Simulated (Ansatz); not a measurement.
in.yaml

```yaml
crystal:
  periodic: [false, false, false]
  atoms:
    - {symbol: Sn, position_ang: [0.000000, 0.000000, 0.000000]}
    - {symbol: H, position_ang: [0.000000, 0.000000, 1.526000]}
basis:
  gaussian: {orbitals: def2-TZVPP, fitting: {mean_field: def2-universal-jkfit}}
total_charge: 1
magnetization: {spin_polarized: false, initial_magnetization: 2}
correlation: {method: mp2, frozen_orbitals: {Sn: 20}}
output: {forces: true}
```

```sh
$ ansatz run in.yaml --threads 1 --pin off --events-out ev --progress --plain --max-ram 2393MiB
```

(1) One thing in this input was set wrong on purpose, beside settings that are merely unusual. What is the gravest fault, and what does the program do?

Results:

(1) Wrong frozen-orbital counts. How the run ends: refused.
```
Error: "frozen_orbitals" has no count for H
```
